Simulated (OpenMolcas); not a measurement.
BNH4 (SMILES BN): how far must the basis set go?

BNH4: 6 atoms, total charge 0, spin state singlet. SMILES: `BN`. The shape is that of a PBE0-D4/def2-TZVP optimisation.

```xyz
6

B    -0.1282   -0.6796   -0.0256
N     0.1461    0.6774    0.0108
H     0.2258   -1.3680    0.8875
H    -0.7120   -1.1287   -0.9692
H    -0.1216    1.3137   -0.7208
H     0.6320    1.1214    0.7713
```

Program: OpenMolcas 26.06. Method: B3LYP5. Swept: basis set. Watched: the dipole moment. Each run: energy. Hardware: 1 thread of Arm Neoverse V1, shared host.

Deviations are taken from the sweep's last point, which isn't the limit.

Task: The candidates, from coarse to fine: def2-SVP; def2-SVPD; def2-TZVP; def2-TZVPD; def2-TZVPPD. Estimate which is the coarsest that holds the dipole moment within 0.1 D of the last.

Result: def2-SVPD: it is 0.0269 D off and takes 6.6 s, against 36 s for def2-TZVPPD.

| basis set | basis functions | value (D) | from the best (D) | wall time |
| --- | --- | --- | --- | --- |
| def2-SVP | 48 | 2.2184 | +0.3097 | 4.2 s |
| def2-SVPD | 72 | 1.9356 | +0.0269 | 6.6 s |
| def2-TZVP | 86 | 1.9795 | +0.0708 | 9 s |
| def2-TZVPD | 110 | 1.9059 | -0.0028 | 17 s |
| def2-TZVPPD | 142 | 1.9086 | 0.0000 | 36 s |
